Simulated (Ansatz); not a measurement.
ClFH₂Si (`F[SiH2]Cl`), 5 atoms. Charge 0, multiplicity 1. Hardware: A = 2 threads of an AMD EPYC 7R13 on a shared host; B = 2 threads of an AMD EPYC 7R13 on a shared host and a share of an NVIDIA H100 80 GB. Correlated methods freeze the cores. Open-shell runs search over several starts.

(1) Give the basis size and wall time and peak host memory of each of these runs in Ansatz. RKS CAM-B3LYP-D4/def2-TZVPP energy [A]; RKS ωB97M-V/def2-SVP energy [A]; direct RPA on PBE orbitals/def2-TZVPP energy [A]; RKS PBE0-D4/def2-SVP energy [A]; RKS r2SCAN0-D4/def2-TZVPP energy [A]; RKS PBE0-D4/def2-TZVP relaxation (5 steps) [A]; UKS PBE-D4/def2-TZVPP energy of the cation [A]; UHF-CCSD(T)/def2-QZVPP energy of the cation [B]; RHF-CCSD(T)/def2-QZVPP energy [B]; UKS B2PLYP (frozen core)/def2-TZVPP energy of the cation [A]; RKS HSE06 (plane-wave form)-D4/def2-TZVPP energy [A]; UKS B3LYP-D4/def2-TZVPP energy of the cation [A]. (An estimate is asked.)

Answers

(1) The calculation gave: Other jobs shared the machine, so times are rough.

| level | job | functions | wall time | peak host memory (GiB) |
| --- | --- | --- | --- | --- |
| RKS PBE0-D4/def2-SVP | energy [A] | 60 | 0.76 s | 0.31 |
| RKS HSE06 (plane-wave form)-D4/def2-TZVPP | energy [A] | 143 | 1.8 s | 0.31 |
| RKS CAM-B3LYP-D4/def2-TZVPP | energy [A] | 143 | 2 s | 0.32 |
| direct RPA on PBE orbitals/def2-TZVPP | energy [A] | 143 | 2.5 s | 0.31 |
| RKS r2SCAN0-D4/def2-TZVPP | energy [A] | 143 | 2.7 s | 0.31 |
| RKS ωB97M-V/def2-SVP | energy [A] | 60 | 3 s | 0.31 |
| UKS B3LYP-D4/def2-TZVPP | energy of the cation [A] | 143 | 4.2 s | 0.37 |
| UKS PBE-D4/def2-TZVPP | energy of the cation [A] | 143 | 9 s | 0.31 |
| RKS PBE0-D4/def2-TZVP | relaxation (5 steps) [A] | 117 | 12 s | 0.31 |
| UKS B2PLYP (frozen core)/def2-TZVPP | energy of the cation [A] | 143 | 13 s | 0.37 |
| RHF-CCSD(T)/def2-QZVPP | energy [B] | 257 | 14 s | 0.81 |
| UHF-CCSD(T)/def2-QZVPP | energy of the cation [B] | 257 | 26 s | 0.84 |

B3LYP here is the variant with VWN-RPA as its local correlation; programs differ in this.
